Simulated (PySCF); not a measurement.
What happened in this job?

A core-ionisation job on BClH3P, SMILES `PBCl`. Theory: PySCF 2.14.0, delta-SCF UKS HF, pcX-2 on the ionised atom, pcseg-1 elsewhere, spin-free X2C.

Driver input (Å, PBE0-D3(BJ)/def2-SVP geometry):

```
{"job": {"kind": "xps", "xc": "HF"}, "charge": 0, "multiplicity": 1}
P     -0.3068    -0.3591    -1.1406
B      1.4759     0.0615    -0.6763
Cl     2.6752    -1.1915    -0.4455
H     -0.5453    -1.4805    -0.3011
H     -0.9795     0.6324    -0.3754
H      1.8540     1.2058    -0.6649
```

Output:

```
ground state, core basis on atom 0 (P), 107 functions
  cycle   1  E = -828.70095386  |g| = 3.35e-01
  cycle   2  E = -828.74441925  |g| = 1.48e-01
  cycle   3  E = -828.75186224  |g| = 4.01e-02
  cycle   4  E = -828.75292455  |g| = 8.06e-03
  cycle   5  E = -828.75297569  |g| = 2.69e-03
  cycle   6  E = -828.75298378  |g| = 8.28e-04
  cycle   7  E = -828.75298467  |g| = 2.28e-04
  E(ground) = -828.75298467 Eh
hole in P 1s of atom 0
  cycle   1  E = -748.58722877  |g| = 4.68e+00
  cycle   2  E = -749.58103808  |g| = 1.06e+00
  cycle   3  E = -749.69402228  |g| = 9.54e-02
  cycle   4  E = -749.69633203  |g| = 1.50e-02
  cycle   5  E = -749.69645180  |g| = 4.36e-03
  cycle   6  E = -749.69647849  |g| = 2.34e-03
  cycle   7  E = -749.69648990  |g| = 1.40e-03
  cycle   8  E = -749.69649606  |g| = 5.68e-04
  cycle   9  E = -749.69649704  |g| = 1.98e-04
  E(ion) = -749.69649704 Eh   <S^2> = 0.7547   hole on atom = 1.000   binding energy = 2151.237 eV
hole in P 2p of atom 0
  cycle   1  E = -823.36969361  |g| = 1.34e+00
  cycle   2  E = -823.69717103  |g| = 4.59e-01
  cycle   3  E = -823.73536109  |g| = 2.68e-02
  cycle   4  E = -823.73581658  |g| = 9.72e-03
  cycle   5  E = -823.73591612  |g| = 4.91e-03
  cycle   6  E = -823.73595966  |g| = 2.54e-03
  cycle   7  E = -823.73597512  |g| = 1.34e-03
  cycle   8  E = -823.73598066  |g| = 6.01e-04
  cycle   9  E = -823.73598179  |g| = 2.07e-04
  E(ion) = -823.73598179 Eh   <S^2> = 0.7605   hole on atom = 1.002   binding energy = 136.520 eV
  2p3/2 = 136.243 eV   2p1/2 = 137.094 eV
ground state, core basis on atom 1 (B), 96 functions
  cycle   1  E = -828.65298516  |g| = 2.65e-02
  cycle   2  E = -828.65310638  |g| = 5.07e-03
  cycle   3  E = -828.65311563  |g| = 2.13e-03
  cycle   4  E = -828.65311738  |g| = 4.86e-04
  E(ground) = -828.65311738 Eh
hole in B 1s of atom 1
  cycle   1  E = -820.97098386  |g| = 1.15e+00
  cycle   2  E = -821.10640876  |g| = 7.52e-01
  cycle   3  E = -821.36942718  |g| = 1.79e-01
  cycle   4  E = -821.38780957  |g| = 2.55e-02
  cycle   5  E = -821.38911305  |g| = 1.58e-02
  ... (40 cycles left out)
  cycle  46  E = -821.39144612  |g| = 2.72e-02
  cycle  47  E = -821.39073827  |g| = 2.25e-02
  cycle  48  E = -821.39099327  |g| = 2.28e-02
  cycle  49  E = -821.39061659  |g| = 8.57e-03
  cycle  50  E = -821.39326911  |g| = 2.74e-02
hole again with damping 0.5
  cycle   1  E = -820.97098386  |g| = 1.15e+00
  cycle   2  E = -821.10640876  |g| = 7.52e-01
  cycle   3  E = -821.38475200  |g| = 6.83e-02
  cycle   4  E = -821.38676032  |g| = 4.18e-02
  cycle   5  E = -821.38779001  |g| = 2.92e-02
  ... (70 cycles left out)
  cycle  76  E = -821.38772227  |g| = 3.61e-02
  cycle  77  E = -821.38598747  |g| = 4.95e-02
  cycle  78  E = -821.39129139  |g| = 9.83e-03
  cycle  79  E = -821.39095825  |g| = 1.05e-02
  cycle  80  E = -821.38954118  |g| = 1.27e-02
hole again, all orbitals by overlap
  cycle   1  E = -820.97098386  |g| = 1.15e+00
  cycle   2  E = -821.10640876  |g| = 7.52e-01
  cycle   3  E = -821.38475200  |g| = 6.83e-02
  cycle   4  E = -821.38676032  |g| = 4.18e-02
  cycle   5  E = -821.38779001  |g| = 2.92e-02
  ... (70 cycles left out)
  cycle  76  E = -821.38772227  |g| = 3.61e-02
  cycle  77  E = -821.38598747  |g| = 4.95e-02
  cycle  78  E = -821.39129139  |g| = 9.83e-03
  cycle  79  E = -821.39095825  |g| = 1.05e-02
  cycle  80  E = -821.38954118  |g| = 1.27e-02
  E(ion) = -821.38954118 Eh   <S^2> = 0.7863   hole on atom = 1.000   binding energy = 197.652 eV
ground state, core basis on atom 2 (Cl), 107 functions
  cycle   1  E = -828.84203889  |g| = 1.15e-01
  cycle   2  E = -828.84222080  |g| = 9.70e-03
  cycle   3  E = -828.84222889  |g| = 2.41e-03
  cycle   4  E = -828.84222996  |g| = 6.36e-04
  cycle   5  E = -828.84223021  |g| = 2.23e-04
  E(ground) = -828.84223021 Eh
hole in Cl 1s of atom 2
  cycle   1  E = -723.62503940  |g| = 5.42e+00
  cycle   2  E = -724.72505773  |g| = 1.14e+00
  cycle   3  E = -724.83794042  |g| = 1.02e-01
  cycle   4  E = -724.83991061  |g| = 1.32e-02
  cycle   5  E = -724.83998776  |g| = 3.48e-03
  cycle   6  E = -724.83999956  |g| = 1.37e-03
  cycle   7  E = -724.84000249  |g| = 5.54e-04
  cycle   8  E = -724.84000314  |g| = 1.63e-04
  E(ion) = -724.84000314 Eh   <S^2> = 0.7526   hole on atom = 1.000   binding energy = 2830.045 eV
hole in Cl 2p of atom 2
  cycle   1  E = -820.80557556  |g| = 1.63e+00
  cycle   2  E = -821.20739567  |g| = 5.50e-01
  cycle   3  E = -821.25280635  |g| = 2.73e-02
  cycle   4  E = -821.25328840  |g| = 9.00e-03
  cycle   5  E = -821.25338015  |g| = 4.23e-03
  cycle   6  E = -821.25340641  |g| = 1.72e-03
  cycle   7  E = -821.25341155  |g| = 6.10e-04
  cycle   8  E = -821.25341222  |g| = 1.88e-04
  E(ion) = -821.25341222 Eh   <S^2> = 0.7579   hole on atom = 1.001   binding energy = 206.502 eV
  2p3/2 = 205.948 eV   2p1/2 = 207.554 eV
```

The program numbers atoms from 0. The 2p3/2 and 2p1/2 values come from a spin–orbit splitting computed afterwards; their 2:1 mean is the average over the three 2p orbitals and can differ from the one hole solved.

Question: Which binding energies of this run can't be used, and why?

Answer: 1 of 5 holes failed. The driver asks that ground and ion SCF both reach |g| < 5e-4 and that the core orbital is emptied to over 0.9. Failed: B1s on atom 1 (core orbital emptied to 1.000, ⟨S²⟩ = 0.786, so the hole stayed but an SCF missed its threshold). Passed: P1s on atom 0, P2p on atom 0, Cl1s on atom 2, Cl2p on atom 2.

Question: What would you do next?

Answer: Discard what failed. Damping and filling all orbitals by overlap were tried in this run and didn't help; a first stage with the core hole frozen, a second-order or squared-gradient solver, or a restricted open-shell scheme is left to try.
